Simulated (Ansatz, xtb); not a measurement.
## CH6N2O: where a starting geometry ends

The starting geometry of this gas-phase singlet was built from a drawn formula by distance geometry and a force field; its bonds are those of `[NH-][NH2+]CO`.

```yaml
atoms:
  - { symbol: C, position_ang: [-0.3921, -0.8990, 1.0879] }
  - { symbol: N, position_ang: [1.1303, 0.4050, -0.1655] }
  - { symbol: N, position_ang: [0.2729, 0.4315, 1.0099] }
  - { symbol: O, position_ang: [-1.0815, -1.1681, -0.0599] }
  - { symbol: H, position_ang: [1.6299, 1.2934, -0.3006] }
  - { symbol: H, position_ang: [-0.4547, 1.1545, 0.8661] }
  - { symbol: H, position_ang: [0.8254, 0.5965, 1.8920] }
  - { symbol: H, position_ang: [-1.1424, -0.8565, 2.0010] }
  - { symbol: H, position_ang: [0.3372, -1.6412, 1.2573] }
  - { symbol: H, position_ang: [-0.5042, -0.8637, -0.7675] }
```

Question: Predict what it relaxes into with r2SCAN-D4/def2-SVP.

Answer: It loosens into CH2O + H4N2, which stay close as a complex. Distances that change by over a tenth: C1–O4 (1.37 → 1.21 Å). Contacts that open: C1–N3 (1.49 → 2.39 Å), O4–H10 (0.96 → 2.01 Å). Contacts that close: N2–H10 (2.15 → 1.03 Å).

The energy falls by 1.53 eV over 21 steps:

```tsv
step	E − E(last) (eV)
1	1.533
3	1.041
5	0.998
8	0.545
10	0.181
12	0.069
14	0.003
17	0.000
19	0.000
21	0.000
```

Final geometry (Å):

```xyz
10

C    -0.8472   -1.3789    1.1002
N     1.0318    0.4184   -0.2112
N     0.5189    0.5824    1.0912
O    -1.0775   -1.4641   -0.0893
H     0.9636    1.2848   -0.7471
H    -0.1357    1.3626    1.1899
H     1.2816    0.7132    1.7553
H    -1.5461   -0.8742    1.8155
H     0.0007   -1.9166    1.5939
H     0.4309   -0.2749   -0.6779
```

From the same start GFN2-xTB reaches the same bonding as this run.

No frequencies were run, so the end isn't proven a minimum. Run with Ansatz 0.2.0, 18 s on 2 threads of Intel(R) Xeon(R) 6975P-C (Granite Rapids), on a shared host.
